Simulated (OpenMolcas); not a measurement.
**doublet NH+: a chain of runs**

Aim: the energy (UHF/6-31G*), then the energy (CASSCF(3,3)/6-31G*), then the energy (CASPT2(3,3)/6-31G*), then the energy (SC-NEVPT2(3,3)/6-31G*), then the energy (MRCI(3,3)/6-31G*) of doublet NH+. 

The results are computed with OpenMolcas 26.06.

3 further runs of the same task are left out: 1 that didn't finish, 2 set aside as unsound or not needed.

**1. Starting point**

NH+: 2 atoms, total charge +1, spin state doublet. SMILES of the parent species: `[NH]`. The bond length is the one measured for the parent species. That shape belongs to the parent species and isn't relaxed for this state.

Bond lengths: N1–H2 1.036 Å.

**2. A single-point energy at UHF/6-31G(d) (spherical functions) (run 1)**

The input, step1.inp:

```
&GATEWAY
  BasLib
  $CurrDir
  Coord
  2
  angstrom
  N        0.000000       0.000000       0.000000
  H        0.000000       0.000000       1.036210
  Basis
  6-31Gs
  Group
  NoSym

&SEWARD

&SCF
  UHF
  Charge
  1
  Spin
  2
  Scramble
  0.25
  PrOrbitals
  1 1
```

The basis set 6-31G* is read from a file made from the Basis Set Exchange's data (not shown).

Run with:

```sh
$ export MOLCAS_MEM=1860
$ pymolcas step1.inp > step1.log
```

What it wrote:

```text
--- Start Module: gateway ---
[...]
--- Stop Module: gateway /rc=_RC_ALL_IS_WELL_ ---
--- Start Module: seward ---
[...]
      Basis functions           16
--- Stop Module: seward /rc=_RC_ALL_IS_WELL_ ---
--- Start Module: scf ---
[...]
       Convergence after  19 Iterations
[...]
::    Total SCF energy                                -54.4935098149
[...]
      Total spin, S                                     0.7035718063
[...]
      Total electronic charge=    7.000000
      Total            charge=    1.000000
[...]
      Dipole Moment (debye):
      Origin of the operator (angstrom)=    0.0000    0.0000    0.0696
                   X= -7.9223E-02               Y=  1.4333E-02               Z=  2.0109E+00           Total=  2.0125E+00
      Center of Charge (angstrom)
[...]
--- Stop Module: scf /rc=_RC_ALL_IS_WELL_ ---
[...]
```

Wall time 1.9 s (1 thread of Arm Neoverse V1, shared host); peak memory 0.37 GiB.

**3. A single-point energy at CASSCF(3,3)/6-31G(d) (spherical functions) (run 2)**

The input, step2.input:

```
&GATEWAY
  BasLib=$CurrDir
  Coord
  2
  angstrom
  N        0.000000       0.000000       0.000000
  H        0.000000       0.000000       1.036210
  Basis=6-31Gs
  Group=NoSym

&SEWARD

&RASSCF
  FileOrb=$CurrDir/step1.UnaOrb
  Spin=2
  Nactel=3 0 0
  Inactive=2
  Ras2=3
  OrbListing=Nothing
  OrbAppear=Compact
```

The basis set 6-31G* is read from a file made from the Basis Set Exchange's data (not shown).

Run with:

```sh
$ export MOLCAS_MEM=1860
$ pymolcas step2.input > step2.log
```

What it wrote:

```text
--- Start Module: gateway ---
[...]
--- Stop Module: gateway /rc=_RC_ALL_IS_WELL_ ---
--- Start Module: seward ---
[...]
      Basis functions           16
--- Stop Module: seward /rc=_RC_ALL_IS_WELL_ ---
--- Start Module: rasscf ---
[...]
      Number of active orbitals                  3
[...]
      Spin quantum number                      0.5
[...]
      Active orbitals                            3
[...]
      Number of CSFs                             8
[...]
      Number of root(s) required                 1
[...]
      Convergence after 12 iterations
[...]
      printout of CI-coefficients larger than  0.05 for root  1
      energy=     -54.506445
      conf/sym  111     Coeff  Weight
             1  2u0  -0.98609 0.97237
             8  0u2  -0.16623 0.02763
      Natural orbitals and occupation numbers for root  1
      sym 1:   1.944736   1.000000   0.055264
      ************************************************************************************************************************
      *                                                    Final results                                                     *
[...]
::    RASSCF root number  1 Total energy:    -54.50644528
[...]
      Total electronic charge=    7.000000
      Total            charge=    1.000000
[...]
      Dipole Moment (debye):
      Origin of the operator (angstrom)=    0.0000    0.0000    0.0696
                   X= -1.8217E-05               Y=  3.2987E-06               Z=  2.0830E+00           Total=  2.0830E+00
      Center of Charge (angstrom)
[...]
--- Stop Module: rasscf /rc=_RC_ALL_IS_WELL_ ---
[...]
```

It took 1.8 s on 1 thread of Arm Neoverse V1, shared host; peak memory 0.37 GiB.

**4. A single-point energy at CASPT2(3,3)/6-31G(d) (spherical functions) (run 3)**

The input, step3.input:

```
>>> EXPORT MOLCAS_PRINT=2

&GATEWAY
  BasLib=$CurrDir
  Coord
  2
  angstrom
  N        0.000000       0.000000       0.000000
  H        0.000000       0.000000       1.036210
  Basis=6-31Gs
  Group=NoSym

&SEWARD

&RASSCF
  FileOrb=$CurrDir/step2.RasOrb
  Spin=2
  Nactel=3 0 0
  Inactive=2
  Ras2=3
  OrbListing=Nothing
  OrbAppear=Compact

&CASPT2
  Imaginary=0.1
  Frozen=1
```

The basis set 6-31G* is read from a file made from the Basis Set Exchange's data (not shown).

Run with:

```sh
$ export MOLCAS_MEM=1860
$ pymolcas step3.input > step3.log
```

What it wrote:

```text
--- Start Module: gateway ---
[...]
--- Stop Module: gateway /rc=_RC_ALL_IS_WELL_ ---
[...]
      Basis functions           16
[...]
--- Start Module: rasscf ---
[...]
      Number of active orbitals                  3
[...]
      Spin quantum number                      0.5
[...]
      Active orbitals                            3
[...]
      Number of CSFs                             8
[...]
      Number of root(s) required                 1
[...]
      Convergence after  4 iterations
[...]
      printout of CI-coefficients larger than  0.05 for root  1
      energy=     -54.506445
      conf/sym  111     Coeff  Weight
             1  2u0  -0.98609 0.97237
             8  0u2  -0.16623 0.02763
      Natural orbitals and occupation numbers for root  1
      sym 1:   1.944735   1.000000   0.055265
      ************************************************************************************************************************
      *                                                    Final results                                                     *
[...]
::    RASSCF root number  1 Total energy:    -54.50644528
[...]
      Total electronic charge=    7.000000
      Total            charge=    1.000000
[...]
      Dipole Moment (debye):
      Origin of the operator (angstrom)=    0.0000    0.0000    0.0696
                   X= -7.0489E-06               Y=  1.2756E-06               Z=  2.0830E+00           Total=  2.0830E+00
      Center of Charge (angstrom)
[...]
--- Stop Module: rasscf /rc=_RC_ALL_IS_WELL_ ---
--- Start Module: caspt2 ---
[...]
 ###    WARNING: User changed nr of frozen orbitals.                         ###
 ###############################################################################
[...]
      E2 (Variational):          -0.0722316715
      Total energy:             -54.5786769542
[...]
      Reference weight:           0.97900
[...]
::    CASPT2 Root  1     Total energy:    -54.57867695
[...]
--- Stop Module: caspt2 /rc=_RC_ALL_IS_WELL_ ---
[...]
```

Run time: 1.8 s. Hardware: 1 thread of Arm Neoverse V1, shared host; peak memory 0.37 GiB.

**5. A single-point energy at SC-NEVPT2(3,3)/6-31G(d) (spherical functions) (run 4)**

The input, step4.input:

```
* HN NEVPT2

&GATEWAY
 BasLib
 $CurrDir
 Coord
 2
 angstrom
 N        0.000000       0.000000       0.000000
 H        0.000000       0.000000       1.036210
 Basis
 6-31Gs
 Group
 NoSym

&SEWARD

&RASSCF
 FileOrb
 $CurrDir/step2.RasOrb
 Spin
 2
 Nactel
 3 0 0
 Inactive
 2
 Ras2
 3
 OrbListing
 Nothing
 OrbAppear
 Compact

&CASPT2
 SC-NEVPT2
 Frozen
 1
```

The basis set 6-31G* is read from a file made from the Basis Set Exchange's data (not shown).

Run with:

```sh
$ export MOLCAS_MEM=1860
$ pymolcas step4.input > step4.log
```

What it wrote:

```text
--- Start Module: gateway ---
[...]
--- Stop Module: gateway /rc=_RC_ALL_IS_WELL_ ---
[...]
      Basis functions           16
[...]
--- Start Module: rasscf ---
[...]
      Number of active orbitals                  3
[...]
      Spin quantum number                      0.5
[...]
      Active orbitals                            3
[...]
      Number of CSFs                             8
[...]
      Number of root(s) required                 1
[...]
      Convergence after  4 iterations
[...]
      printout of CI-coefficients larger than  0.05 for root  1
      energy=     -54.506445
      conf/sym  111     Coeff  Weight
             1  2u0  -0.98609 0.97237
             8  0u2  -0.16623 0.02763
      Natural orbitals and occupation numbers for root  1
      sym 1:   1.944735   1.000000   0.055265
      ************************************************************************************************************************
      *                                                    Final results                                                     *
[...]
::    RASSCF root number  1 Total energy:    -54.50644528
[...]
      Total electronic charge=    7.000000
      Total            charge=    1.000000
[...]
      Dipole Moment (debye):
      Origin of the operator (angstrom)=    0.0000    0.0000    0.0696
                   X= -7.0489E-06               Y=  1.2756E-06               Z=  2.0830E+00           Total=  2.0830E+00
      Center of Charge (angstrom)
[...]
--- Stop Module: rasscf /rc=_RC_ALL_IS_WELL_ ---
--- Start Module: caspt2 ---
[...]
 ###    WARNING: User changed nr of frozen orbitals.                         ###
 ###############################################################################
[...]
      E2 (Variational):          -0.0687492803
[...]
      E2 (Variational):          -0.0687051324
      Total energy:             -54.5751504152
[...]
      Reference weight:           0.98067
[...]
::    SC-NEVPT2 Root  1     Total energy:    -54.57515042
[...]
--- Stop Module: caspt2 /rc=_RC_ALL_IS_WELL_ ---
[...]
```

Wall time 1.8 s (1 thread of Arm Neoverse V1, shared host); peak memory 0.37 GiB.

**6. The energy at MRCI(3,3)/6-31G(d) (spherical functions) (run 5)**

The input, step5.input:

```
* HN MRCI

&GATEWAY
 BASLIB
 $CurrDir
 COORD
 2
 angstrom
 N        0.000000       0.000000       0.000000
 H        0.000000       0.000000       1.036210
 BASIS
 6-31Gs
 GROUP
 NoSym

&SEWARD

&RASSCF
 FILEORB
 $CurrDir/step2.RasOrb
 SPIN
 2
 NACTEL
 3 0 0
 INACTIVE
 2
 RAS2
 3
 ORBLISTING
 Nothing
 ORBAPPEAR
 Compact

&MOTRA
 LUMORB
 FROZEN
 1

&GUGA
 ELECTRONS
 5
 SPIN
 2
 INACTIVE
 1
 ACTIVE
 3
 CIALL
 1

&MRCI
 SDCI
```

The basis set 6-31G* is read from a file made from the Basis Set Exchange's data (not shown).

Run with:

```sh
$ export MOLCAS_MEM=1860
$ pymolcas step5.input > step5.log
```

What it wrote:

```text
--- Start Module: gateway ---
[...]
--- Stop Module: gateway /rc=_RC_ALL_IS_WELL_ ---
[...]
      Basis functions           16
[...]
      Number of active orbitals                  3
[...]
      Spin quantum number                      0.5
[...]
      Active orbitals                            3
[...]
      Number of CSFs                             8
[...]
      Number of root(s) required                 1
[...]
      Convergence after  4 iterations
[...]
      printout of CI-coefficients larger than  0.05 for root  1
      energy=     -54.506445
      conf/sym  111     Coeff  Weight
             1  2u0  -0.98609 0.97237
             8  0u2  -0.16623 0.02763
      Natural orbitals and occupation numbers for root  1
      sym 1:   1.944735   1.000000   0.055265
      ************************************************************************************************************************
      *                                                    Final results                                                     *
[...]
::    RASSCF root number  1 Total energy:    -54.50644528
[...]
      Dipole Moment (debye):
      Origin of the operator (angstrom)=    0.0000    0.0000    0.0696
                   X= -7.0489E-06               Y=  1.2756E-06               Z=  2.0830E+00           Total=  2.0830E+00
      Center of Charge (angstrom)
[...]
      *** WARNING: Default frozen orbitals is overwritten by user input.
      *** Default values:   1
[...]
--- Start Module: guga ---
[...]
--- Stop Module: guga /rc=_RC_ALL_IS_WELL_ ---
--- Start Module: mrci ---
[...]
       (But an ACPF correction will be computed)
       USE THE DEFAULT ACPF G-VALUE GFAC=  0.40000000000000002
[...]
                      CI ENERGY:   -54.59363249
[...]
                ACPF CORRECTION:    -0.00173094
[...]
      Total electronic charge=    7.000000
      Total            charge=    1.000000
[...]
     ACPF CORRECTION:     -0.00173094
[...]
  CI State   1     Total energy:    -54.59363249     QDav:     -0.00292359     QACPF:     -0.00173094
[...]
--- Stop Module: mrci /rc=_RC_ALL_IS_WELL_ ---
[...]
```

Run time: 1.9 s. Hardware: 1 thread of Arm Neoverse V1, shared host; peak memory 0.37 GiB.

**7. Outcome**

| quantity | value |
| --- | --- |
| run 1, UHF/6-31G*: total energy | -54.49351 Eh |
| run 1, UHF/6-31G*: HOMO energy (highest over α and β) | -28.01 eV |
| run 1, UHF/6-31G*: LUMO energy (lowest over α and β) | -10.52 eV |
| run 1, UHF/6-31G*: ⟨S²⟩ | 1.199 |
| run 2, CASSCF(3,3)/6-31G*: total energy | -54.50645 Eh |
| run 3, CASPT2(3,3)/6-31G*: total energy | -54.57868 Eh |
| run 4, SC-NEVPT2(3,3)/6-31G*: total energy | -54.57515 Eh |
| run 5, MRCI(3,3)/6-31G*: total energy | -54.59363 Eh |

What this shows: ⟨S²⟩ (run 1, UHF/6-31G*) is 1.20 where a pure doublet has 0.75: the reference is spin-contaminated.
